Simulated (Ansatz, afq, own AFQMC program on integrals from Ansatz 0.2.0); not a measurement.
Two steps: Ansatz 0.2.0 writes the Fock matrix and Cholesky factors of the valence space, and afq projects on them the lowest state that overlaps trial and start.

```yaml
crystal:
  periodic: [false, false, false]
  atoms:
    - {symbol: N, position_ang: [0.016317, 0.028335, -0.079634]}
    - {symbol: H, position_ang: [0.954504, 0.041360, 0.300778]}
    - {symbol: H, position_ang: [-0.466629, 0.836617, 0.292550]}
    - {symbol: H, position_ang: [-0.714625, -1.271733, 0.513300]}
basis:
  gaussian: {orbitals: 6-31G}
magnetization: {spin_polarized: true, initial_magnetization: 0}
correlation: {method: ccsd_t, electrons: outside_noble_gas, hamiltonian_folder: ham}
```

```sh
$ ansatz run in.yaml --threads 1 --pin off --events-out ev --progress --plain --max-ram 16896MiB --backend cuda --devices 0, --max-vram 18GiB
```

afq runs on the folder ham with

```
--method phaseless --trial cisd --walkers 4000 --populations 20 --least-time 60 --time-step 0.005 --steps-per-block 50 --equilibration-blocks 40 --max-blocks 4000 --target-error 0.00034 --factor-cut 1e-05 --start spin_pure --seed 4660 --release-times 0.24,0.51,0.99,1.62,2.4 --release-step 0.03 --release-every 3 --taylor-order 6
```

Times are imaginary, in 1/Eh. The walk had a cap of 122 s. With eight or more populations the least sampling time is a fifth of least-time, and the error comes from their spread.

Output of the walk:

```
orbitals 14  electrons 4 4  factors 84 of 228
reference energy -56.04695374 Eh
CCSD correlation -0.15439376 Eh in 11 cycles, weight of the determinant in the CISD state 0.9061
energy of the start -56.201351 Eh
 block  time / (1/Eh)  mean weight  energy / Eh
     1     0.250  1.0001  -56.199831
     2     0.500  0.9999  -56.200804
     3     0.750  0.9999  -56.202275
     4     1.000  1.0000  -56.203428
     5     1.250  1.0002  -56.203004
     7     1.750  0.9999  -56.203814
     9     2.250  0.9999  -56.204158
    11     2.750  1.0001  -56.203641
    15     3.750  1.0000  -56.205223
    19     4.750  0.9998  -56.203866
    23     5.750  0.9999  -56.204330
    27     6.750  1.0000  -56.205695
    31     7.750  0.9998  -56.204193
    35     8.750  1.0002  -56.205950
    39     9.750  1.0000  -56.204825
    43    10.750  1.0000  -56.204822
    47    11.750  0.9999  -56.204804
    51    12.750  1.0003  -56.205091
    55    13.750  1.0000  -56.204725
    59    14.750  1.0001  -56.204562
    63    15.750  0.9998  -56.204518
    67    16.750  1.0001  -56.204380
    71    17.750  1.0000  -56.206633
    75    18.750  0.9999  -56.206012
    79    19.750  0.9999  -56.204756
    83    20.750  0.9999  -56.204144
    87    21.750  0.9998  -56.205252
    89    22.250  1.0000  -56.204303
error from the spread of 20 populations
released: time / (1/Eh)  energy / Eh  error  mean overlap
  0.24  -56.205126  0.000106  0.9992
  0.51  -56.205150  0.000104  0.9992
  0.99  -56.205163  0.000086  1.0020
  1.62  -56.205198  0.000097  1.0001
  2.40  -56.205158  0.000088  0.9994
energy -56.205063 +/- 0.000155 Eh
(rows thinned)
```

The run passed its tests (sampling time, drift between the halves within three errors, error under three times the target), which doesn't prove that it has relaxed.

Against this walk (error 4.2 meV) on the same determinant: CCSD(T) 13.2 meV higher, CCSDT(Q) 4.6 meV lower (within the noise), CCSDTQ 3.3 meV lower (within the noise), full CI 4.5 meV lower (within the noise). The error is statistical and leaves out the bias of the constraint. Released to 2.40 1/Eh the energy moves by -3 ± 5 meV (both errors), within twice the noise.

Cautions: constraint bias not in the error; higher spins were not checked; an unrestricted solution with more broken spin lies lower (218 meV, ⟨S²⟩ 0.42), while this determinant keeps restricted orbitals.

The walk took 21 s on 1 × NVIDIA H100 80GB HBM3 with 2 threads of AMD EPYC 7R13 Processor (Zen 3), on a shared host (the card was shared). The log's last line is the phaseless energy.

CCSDT and higher add their correlation energy to the determinant of the CCSD(T) run, since their own runs factorise the integrals more tightly (a shift of under 2 meV). A walk keeps the symmetry of its determinant, which the program's search chose and which needn't be the lowest solution, so a lower state of the same spin and another symmetry isn't excluded.
